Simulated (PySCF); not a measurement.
## Vibration and rotation of NaN

ROHF-CCSD(T) constants of NaN, ³Σ⁻ (triplet), unpaired electrons π ↑↑ (PySCF, no relativity, basis sets Na 6-31G(d,p), N 6-31G(d,p); masses 22.9898 and 14.0031 u):

* ωe: 319.6 cm⁻¹
* ωexe: 5.09 cm⁻¹
* Be: 0.35614 cm⁻¹
* αe: 0.00614 cm⁻¹
* D (centrifugal): 1.77e-06 cm⁻¹
* De to Na + N: 0.410 eV

(1) Give the vibrational terms G(v) and spacings up to v = 6.

(2) How well does the Morse estimate ωe²/(4ωexe) reproduce De, and what is D0?

Correlated steps freeze 2 core orbitals. Correlated levels converge slowly with the basis: in double zeta they bind strong bonds too weakly, by up to about 1 eV, and carry superposition errors of some tenths. The CCSD T1 diagnostic is raised, a sign that a single reference may not be enough here. The state was picked by a PBE0 search and need not be the measured ground state.

Answers

(1) G(v) = ωe(v+½) − ωexe(v+½)².

```csv
v,G(v) (cm⁻¹),G(v) − G(v−1),Bv (cm⁻¹)
0,159,,0.3531
1,468,309,0.3469
2,767,299,0.3408
3,1056,289,0.3347
4,1335,279,0.3285
5,1604,269,0.3224
6,1862,259,0.3162
```

(2) It gives 0.622 eV, 152 % of the computed De. D0 = De − G(0) = 0.410 − 0.020 = 0.390 eV.
